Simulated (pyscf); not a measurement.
# Elimination: H₃C–CH(CH₃)–F → propene (H₂C=CH–CH₃) + hydrogen fluoride (HF)

Gas phase, singlet surface, charge 0. Bonds broken: C1–H5, C2–F4. Bonds formed: F4–H5. Optimised with ωB97X-D3(BJ)/def2-SVP in PySCF. MP2 and CC: frozen core, UHF for open shells. ΔMP2 is the change of the MP2 total energy from the triple- to the quadruple-zeta basis.

Transition state (Å):

```xyz
11

C      0.0226     0.0473    -0.9051
C     -1.1890     0.5160    -0.3526
C     -1.5044     0.4254     1.1024
F     -2.1156    -1.0659    -0.9506
H     -0.8741    -0.9059    -1.1500
H      0.3647     0.4745    -1.8526
H      0.7945    -0.3164    -0.2181
H     -1.8230     1.1766    -0.9529
H     -1.1295     1.3428     1.5890
H     -0.9986    -0.4381     1.5562
H     -2.5850     0.3488     1.2760
```

One imaginary mode, 1822i cm⁻¹; descent along it reached the two sides named, in the forms told below.

```tsv
bond	change	reactant side (Å)	saddle	product side
C1–H5	breaks	1.102	1.331	2.211
C2–F4	breaks	1.393	1.928	2.9
F4–H5	forms	2.7	1.268	0.932
```

Electronic energies relative to the reactant's lowest minimum found (eV):

```json
[
 {"level": "ωB97X-D3(BJ)/def2-TZVP", "barrier": "2.68", "reaction energy": "+1.01", "reverse barrier": "1.66"},
 {"level": "PBE/def2-TZVP", "barrier": "2.24", "reaction energy": "+0.90", "reverse barrier": "1.34"},
 {"level": "r²SCAN/def2-TZVP", "barrier": "2.43", "reaction energy": "+1.00", "reverse barrier": "1.43"},
 {"level": "B3LYP-D3(BJ)/def2-TZVP", "barrier": "2.49", "reaction energy": "+0.86", "reverse barrier": "1.63"},
 {"level": "PBE0-D3(BJ)/def2-TZVP", "barrier": "2.57", "reaction energy": "+1.01", "reverse barrier": "1.55"},
 {"level": "M06-2X/def2-TZVP", "barrier": "2.75", "reaction energy": "+0.93", "reverse barrier": "1.81"},
 {"level": "ωB97M-D3(BJ)/def2-TZVP", "barrier": "2.57", "reaction energy": "+0.90", "reverse barrier": "1.67"},
 {"level": "HF/def2-TZVP", "barrier": "3.25", "reaction energy": "+0.82", "reverse barrier": "2.43"},
 {"level": "MP2/def2-QZVPP", "barrier": "2.63", "reaction energy": "+0.75", "reverse barrier": "1.88"},
 {"level": "CCSD/def2-TZVPP", "barrier": "2.85", "reaction energy": "+0.79", "reverse barrier": "2.06"},
 {"level": "CCSD(T)/def2-TZVPP", "barrier": "2.70", "reaction energy": "+0.77", "reverse barrier": "1.93"},
 {"level": "CCSD(T)/def2-TZVPP + ΔMP2(QZVPP)", "barrier": "2.67", "reaction energy": "+0.75", "reverse barrier": "1.91"}
]
```

With CCSD(T)/def2-TZVPP + ΔMP2(QZVPP) energies and thermal terms (ideal gas, 1 atm, RRHO with modes under 100 cm⁻¹ raised to 100, one conformer, R ln 2 for rigid chiral ones), in eV:

```csv
T (K),ΔH‡,ΔG‡,ΔH,ΔG
298,2.46,2.44,+0.63,+0.17
600,2.47,2.42,+0.64,-0.29
900,2.47,2.39,+0.63,-0.76
1200,2.47,2.37,+0.61,-1.22
```

On the product side the descent ends in a complex, 0.27 eV under the separated species and 1.93 eV under the saddle at ωB97X-D3(BJ)/def2-TZVP. One saddle was located; it need not be the lowest between these sides. The CCSD(T) − MP2 part came from Ansatz, without density fitting, on the same reference.
